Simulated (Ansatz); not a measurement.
**CH₅O₂+ (SMILES OC[OH2+]): a rigid scan of the dihedral angle O1–C2–O3–H7**

Aim: the energy along the dihedral angle O1–C2–O3–H7, from CCSD(T) and from cheaper methods, relative to the minimum. No other atom is relaxed.

Method: single points in def2-TZVPP; program: Ansatz 0.2.0, Gaussian basis.

Levels: PBE-D4, r2SCAN-D4, PBE0-D4, B3LYP-D4, wB97M-V, Hartree-Fock, MP2, CCSD, CCSD(T). The scan takes -39.3, -9.3, 20.7, 50.7, 80.7, 110.7, 140.7, 170.7, -159.3, -129.3, -99.3, -69.3°.

Cores are frozen in the correlated methods. B3LYP uses VWN-RPA correlation.

162 further runs of the same task are left out: 162 set aside as unsound or not needed.

## Step 1: The starting structure

SMILES `OC[OH2+]`, 8 atoms, charge 1, spin multiplicity 1.

Atoms are counted from 1 here; the program's logs count them from 0.

Bond lengths: O1–C2 1.304 Å, O1–H4 0.972 Å, C2–H5 1.096 Å, C2–H6 1.094 Å, O3–H7 0.978 Å, O3–H8 0.979 Å. Angles: C2–O1–H4 116.8°, O1–C2–H5 118.5°, O1–C2–H6 111.1°, H5–C2–H6 113.9°, H7–O3–H8 111.4°.

Coordinates:

```xyz
8
CH5O2
O    -1.2961    0.5131   -0.3260
C    -0.0001    0.5596   -0.1907
O     0.4411   -0.6773    0.7759
H    -1.6405   -0.0161   -1.0646
H     0.6240    0.4268   -1.0816
H     0.3000    1.4034    0.4381
H     1.3881   -0.6527    1.0176
H     0.1835   -1.5569    0.4314
```

## Step 2: Finding the minimum

Contents of relax/in.yaml:

```yaml
crystal:
  periodic: [false, false, false]
  atoms:
    - {symbol: O, position_ang: [-1.296100, 0.513150, -0.326010]}
    - {symbol: C, position_ang: [-0.000060, 0.559620, -0.190700]}
    - {symbol: O, position_ang: [0.441090, -0.677280, 0.775860]}
    - {symbol: H, position_ang: [-1.640470, -0.016090, -1.064580]}
    - {symbol: H, position_ang: [0.624020, 0.426830, -1.081610]}
    - {symbol: H, position_ang: [0.299960, 1.403360, 0.438090]}
    - {symbol: H, position_ang: [1.388070, -0.652740, 1.017580]}
    - {symbol: H, position_ang: [0.183490, -1.556850, 0.431370]}
basis:
  gaussian: {orbitals: def2-TZVP}
total_charge: 1
hamiltonian: {xc: pbe0, dispersion: d4}
relax: {f_tol: 0.005, max_steps: 200}
```

On the command line:

```console
$ ansatz run in.yaml --threads 2 --pin off --events-out ev --progress --plain --max-ram 4352MiB
```

After this run come: Reference energies at the minimum; O1–C2–O3–H7 = -39.3°; O1–C2–O3–H7 = -9.3°; O1–C2–O3–H7 = 20.7°; O1–C2–O3–H7 = 50.7°; O1–C2–O3–H7 = 80.7°; O1–C2–O3–H7 = 110.7°; O1–C2–O3–H7 = 140.7°; O1–C2–O3–H7 = 170.7°; O1–C2–O3–H7 = -159.3°; O1–C2–O3–H7 = -129.3°; O1–C2–O3–H7 = -99.3°; O1–C2–O3–H7 = -69.3°.

Before running it: what results should come out? Wanted: highest point, CCSD(T); lowest point, CCSD(T); RMS deviation from CCSD(T); largest T1 diagnostic.

**Answer**, as computed:

```
                  quantity                                                                                                                      value
    highest point, CCSD(T)                                                                                                        0.138 eV at 170.7 °
     lowest point, CCSD(T)                                                                                                        0.000 eV at -50.3 °
RMS deviation from CCSD(T)  PBE-D4 0.009, r2SCAN-D4 0.005, PBE0-D4 0.003, B3LYP-D4 0.002, wB97M-V 0.003, Hartree-Fock 0.012, MP2 0.002, CCSD 0.002 eV
     largest T1 diagnostic                                                                                                                      0.013
```

Over the points sampled the torsion costs at most 0.138 eV, a hindered rotation that is fast at room temperature. A rigid scan overstates barriers, since nothing else may give way. MP2 follows the CCSD(T) curve best and Hartree-Fock worst.
